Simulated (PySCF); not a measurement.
**One step, two centres**

Four-centre ligand exchange, with the central atom changed down its group and all else kept; in the first member these bonds form or tighten: B–S, H–H; these break or loosen: B–H, H–S.

Gas-phase electronic energies, without zero-point energy, by CCSD(T) at an estimated basis limit (MP2 extrapolated from triple and quadruple zeta, plus CCSD(T) − MP2 in triple zeta); PySCF 2.14 with density fitting (its default auxiliary sets; JK sets also for MP2 and CCSD(T)), def2-TZVPP and QZVPP, frozen cores, on PBE0-D4/def2-TZVP structures. Extrapolation: Hartree–Fock as exp(−7.88 √X), correlation as X^−2.97. All energies, in eV, count from the separated reactants, without counterpoise correction; the start and end structures are the complexes reached by relaxing down from the saddle, and deeper ones may exist. Brackets give SMILES, or, where every atom is bracketed, only which atoms are joined. Steps whose reference was doubtful or whose search ended elsewhere are left out.

| reactants | products | start structure | saddle | end structure | saddle by PBE-D4/TZ |
| --- | --- | --- | --- | --- | --- |
| BH₃ + H₂S | BH₃S ([BH2][SH]) + H₂ | -0.640 | ? | -0.909 | -0.381 |
| AlH₃ + H₂S | AlH₃S ([AlH2][SH]) + H₂ | -0.590 | 0.019 | -1.177 | -0.362 |

**Question.** What is the height of the saddle for BH₃ + H₂S? (To be estimated.)

**Answer.** By the calculation: 0.154 eV relative to the separated reactants, the higher of the two; above its start structure the barrier is 0.154 − (-0.640) ≈ 0.794 eV.

**Question.** How do the PBE-D4 saddles lie against the coupled-cluster estimate?

**Answer.** Both lower, by 0.381 to 0.536 eV.

No T1 diagnostic of these runs exceeds 0.014.

For scale, one of the runs: CCSD(T)/def2-TZVPP, 154 basis functions, launched by `OMP_NUM_THREADS=4 python run.py`. Hardware: 4 CPU threads of an Intel Xeon Platinum 8488C, shared host. Wall time 45 s; peak host memory 0.79 GiB.
